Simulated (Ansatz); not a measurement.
`C[SiH2]O` → CH₃OH + `[SiH2]`  (silylene formation by 1,1-elimination)

Gas-phase electronic energies from Ansatz, PBE0-D4/def2-TZVP geometries. CBS: def2 TZ/QZ extrapolation, frozen cores. Functionals use def2-TZVPP. Each species was taken in one conformer, which may not be the lowest.

`C[SiH2]O`:

Cartesian coordinates in Å:
```
C 1.113 -0.278 -0.245
Si -0.678 -0.222 0.267
O -1.224 1.319 0.499
H 1.446 -1.316 -0.343
H 1.747 0.214 0.497
H 1.269 0.213 -1.209
H -0.868 -0.897 1.574
H -1.498 -0.915 -0.770
H -1.307 1.883 -0.270
```

CH₃OH:

Cartesian coordinates in Å:
```
C 0.144 0.320 0.062
O -0.021 -0.929 -0.571
H 0.976 0.821 -0.434
H 0.392 0.220 1.126
H -0.743 0.958 -0.034
H -0.749 -1.390 -0.149
```

`[SiH2]`:

```xyz
3

Si   -0.012    0.030   -0.711
H     0.042   -1.103    0.309
H    -0.031    1.073    0.402
```

| level | ΔE (kJ/mol) |
| --- | --- |
| RPA@PBE/def2-TZVPP | 389.0 |
| HF/def2-QZVPP | 407.4 |
| HF/CBS(cc) | 409.1 |
| CCSD(T)/CBS(cc) | 431.7 |

Question: What does CCSD(T)/CBS give? (Estimate.)

Answer: Computed: +429.8 kJ/mol. The listed levels differ from it by -40.8, -22.4, -20.7, 1.9 kJ/mol.

Largest T1 diagnostic among the species: 0.014.

From BLYP to BHLYP (50 % exact exchange), in def2-TZVPP and without D4, ΔE moves by +33.4 kJ/mol. At CCSD(T), def2-SVP lies −48.7 kJ/mol from the extrapolated value and def2-TZVPP −13.8 kJ/mol. Leaving LDA and LC-ωPBE aside and taking each functional with its dispersion term where it has one, the values, not all of them listed here, spread over 47.1 kJ/mol, from BLYP-D4 to r2SCAN0-D4. LDA lies +36.9 kJ/mol from PBE without D4.
